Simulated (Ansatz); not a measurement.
# CO, triplet: reading a ladder of total energies

Geometry: a PBE0/def2-TZVP stationary point for this spin. The singlet lies 5.5 eV lower here.

```csv
atom,x (Å),y (Å),z (Å)
O,0.0000,0.0000,0.0000
C,0.0000,0.0000,1.1955
```

Basis 6-31G; Ansatz 0.2.0. Correlated methods freeze the noble-gas cores, which leaves 10 electrons in 16 orbitals. R marks a restricted (for open shells ROHF) determinant.

Full CI is exact within this basis and frozen core; it isn't the basis-set limit.

Runs differ by some tens of microhartree through their thresholds and, for an open shell, their frozen cores, so steps under 0.03 kcal/mol mean nothing.

```tsv
level	total energy (hartree)
RHF	-112.483691
RMP2	-112.671953
RCCSD	-112.676966
RCCSD(T)	-112.683546
RCCSDT	-112.684399
RCCSDT(Q)	-112.685239
RCCSDTQ	-112.685206
full CI	-112.685278
```

**Question.** What is the correlation energy at full CI, and what share of it do RMP2 and RCCSDT recover?

**Answer.** E(corr) = -112.685278 − (-112.483691) = -0.201587 hartree = -5.485 eV. RMP2: -0.188262 / -0.201587 = 93.39 %. RCCSDT: -0.200708 / -0.201587 = 99.56 %.

**Question.** By how many kcal/mol does RCCSD(T) miss full CI (1 hartree = 627.509 kcal/mol), and which steps make up the rest?

**Answer.** -112.683546 − (-112.685278) = 0.001732 hartree = 1.09 kcal/mol. Steps: RCCSDT − RCCSD(T) = -0.54, RCCSDT(Q) − RCCSDT = -0.53, RCCSDTQ − RCCSDT(Q) = 0.02, full CI − RCCSDTQ = -0.05 kcal/mol. Differences between like states or geometries often cancel part of this.
